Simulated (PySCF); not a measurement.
**Frontier levels across methods**

Compound: C6H5 (charge +1).
Geometry (PBE0-D3(BJ)/def2-SVP, Å), atoms numbered from 1 in this order:
```xyz
11
C6H5 angstrom
C     -1.8630    1.0489    1.5035
C     -1.4190    0.2657    0.6969
C     -0.8392   -0.6625   -0.2700
C      0.5996   -0.3403   -0.2776
C      1.8579   -0.4901    0.2507
C      1.6437    0.4329   -0.7216
H     -2.2857    1.7360    2.2183
H     -1.2667   -0.5121   -1.2749
H     -0.9935   -1.7097    0.0366
H      2.5436   -0.9820    0.9447
H      2.0331    1.2184   -1.3735
```

Basis pcSseg-2 throughout (PySCF), one geometry. One conformer (not necessarily the lowest) at the PBE0-D3(BJ)/def2-SVP geometry, without solvent, vibrations or thermal averaging.

Problem. How do the orbital energies and the gap change with the method?

Solution. 
| method | kind | HOMO (eV) | LUMO (eV) | gap (eV) | SCF cycles |
| --- | --- | --- | --- | --- | --- |
| B97-D | GGA | -11.10 | -8.15 | 2.95 | 16 |
| KT2 | GGA | -11.15 | -8.14 | 3.01 | 17 |
| KT3 | GGA | -11.18 | -8.17 | 3.00 | 17 |
| B3LYP | global hybrid | -12.08 | -7.38 | 4.70 | 14 |
| PBE0 | global hybrid | -12.32 | -7.13 | 5.19 | 14 |
| mPW1PW91 | global hybrid | -12.34 | -7.14 | 5.20 | 14 |

The HOMO spans 1.24 eV, from B97-D down to mPW1PW91, and the gap runs from 2.95 eV (B97-D) to 5.20 eV (mPW1PW91). Over the methods B97-D (0 %), KT2 (0 %), KT3 (0 %), B3LYP (20 %), PBE0 (25 %), mPW1PW91 (25 %), a straight line through the gap against the share of exact exchange rises by 0.88 eV for each 10 % (correlation coefficient 1.000).

The vertical ΔSCF ionisation energy at CAM-B3LYP/def2-SVPD is 14.78 eV; −ε(HOMO) comes closest to it with mPW1PW91 (12.34 eV) and PBE0 (12.32 eV).
